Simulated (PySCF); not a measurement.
# Molecular orbitals of PH

BP86 at R = 1.433 Å; PySCF, no relativity, basis sets P 6-311G(d,p), H 6-311G(d,p). State: ³Σ⁻ (triplet), unpaired electrons π ↑↑. Only the outer orbitals are listed, counted within each symmetry.

```json
{"spin": "α", "orbital": "4σ", "occ.": "1", "ε (eV)": "-15.53", "on P (%)": "88", "main shells (%)": "85 P s, 12 H s"}
{"spin": "α", "orbital": "5σ", "occ.": "1", "ε (eV)": "-8.66", "on P (%)": "66", "main shells (%)": "49 P p, 34 H s, 15 P s"}
{"spin": "α", "orbital": "2π", "occ.": "1", "ε (eV)": "-6.25", "on P (%)": "100", "main shells (%)": "100 P p"}
{"spin": "α", "orbital": "2π", "occ.": "1", "ε (eV)": "-6.25", "on P (%)": "100", "main shells (%)": "100 P p"}
{"spin": "α", "orbital": "6σ", "occ.": "0", "ε (eV)": "-0.08", "on P (%)": "39", "main shells (%)": "61 H s, 43 P p"}
{"spin": "α", "orbital": "7σ", "occ.": "0", "ε (eV)": "3.30", "on P (%)": "80", "main shells (%)": "76 P p, 19 H s"}
{"spin": "α", "orbital": "3π", "occ.": "0", "ε (eV)": "3.80", "on P (%)": "100", "main shells (%)": "100 P p"}
{"spin": "β", "orbital": "4σ", "occ.": "1", "ε (eV)": "-14.13", "on P (%)": "78", "main shells (%)": "74 P s, 22 H s"}
{"spin": "β", "orbital": "5σ", "occ.": "1", "ε (eV)": "-8.06", "on P (%)": "69", "main shells (%)": "47 P p, 30 H s, 22 P s"}
{"spin": "β", "orbital": "2π", "occ.": "0", "ε (eV)": "-4.20", "on P (%)": "99", "main shells (%)": "100 P p"}
{"spin": "β", "orbital": "2π", "occ.": "0", "ε (eV)": "-4.20", "on P (%)": "99", "main shells (%)": "100 P p"}
{"spin": "β", "orbital": "6σ", "occ.": "0", "ε (eV)": "0.45", "on P (%)": "41", "main shells (%)": "58 H s, 42 P p"}
```

Question: Which are the highest filled and the lowest empty level, where do they sit, and how wide is the gap?

Answer: Highest filled α 2π at -6.25 eV (in %: 100 P p); lowest empty β 2π at -4.20 eV (in %: 100 P p); the gap at BP86 is 2.05 eV. Both belong to one degenerate shell, split only by its one-sided filling, so this is no excitation gap.

- bond order (Mayer): 0.93
- ⟨S²⟩: 2.005
- charge on P (Mulliken, basis-dependent): 0.00
- charge on P (Löwdin, basis-dependent): 0.13
- dipole moment (positive dipole means P(−)H(+)): 0.61 D

The state is the lowest determinant that a PBE0 search found; another state may lie lower at other levels.
